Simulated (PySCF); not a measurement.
**Magnetisability: `[C@@H]1(CF)[C@H](C)C1`, C5H9F**

Geometry:
```csv
atom,x (Å),y (Å),z (Å)
C1,1.552,-0.753,-0.144
C2,0.794,0.550,-0.146
C3,0.087,1.029,1.083
C4,-0.712,0.614,-0.126
C5,-1.568,-0.620,-0.047
F6,-2.580,-0.445,0.877
H7,1.157,-1.445,0.594
H8,1.508,-1.227,-1.124
H9,2.597,-0.568,0.097
H10,1.270,1.311,-0.755
H11,0.064,0.370,1.938
H12,0.122,2.075,1.344
H13,-1.171,1.413,-0.696
H14,-2.057,-0.837,-1.002
H15,-1.006,-1.495,0.290
```

Method used: GIAO B3LYP/pcSseg-1 magnetisability, rotational g tensor and spin-rotation constants, non-relativistic, gas phase (PySCF). Geometry: GFN2-xTB, dihedral held. The dihedral C2–C4–C5–F6 is held at 135°.

Task: How diamagnetic is it, and how anisotropic?

Result: Isotropic -1081 × 10⁻³⁰ J/T², or -65.1 × 10⁻⁶ cm³/mol; principal values -1175, -1089, -978 × 10⁻³⁰ J/T², anisotropy 170 × 10⁻³⁰ J/T² (root of half the summed squared differences of the principal values). The susceptibility is in cgs units.

Task: Split it along the inertial axes a, b, c into diamagnetic and paramagnetic parts about the centre of mass, with the quadrupole moment.

Result: 
```tsv
axis	χ (10⁻⁶ cm³/mol)	diamagnetic (10⁻⁶ cm³/mol)	paramagnetic (10⁻⁶ cm³/mol)	summed x² of all electrons (Å²)	quadrupole Θ (D Å)
a	-64.1	-277.8	213.7	118.7	-5.77
b	-67.8	-601.7	534.0	42.4	+3.06
c	-63.4	-683.5	620.1	23.1	+2.71
```
Anisotropies 2χaa − χbb − χcc = +2.8 and 2χbb − χaa − χcc = -8.0 × 10⁻⁶ cm³/mol. Θ is traceless in Buckingham's convention.

Task: And the rotational g tensor?

Result: 
```tsv
axis	rotational constant (GHz)	g	nuclear part	electronic part
a	6.6995	-0.0004	0.6721	-0.6726
b	2.2552	-0.0018	0.5639	-0.5657
c	1.9753	-0.0055	0.5700	-0.5755
```
Asymmetric top; isotopes 12C, 19F, 1H; no vibrational averaging.
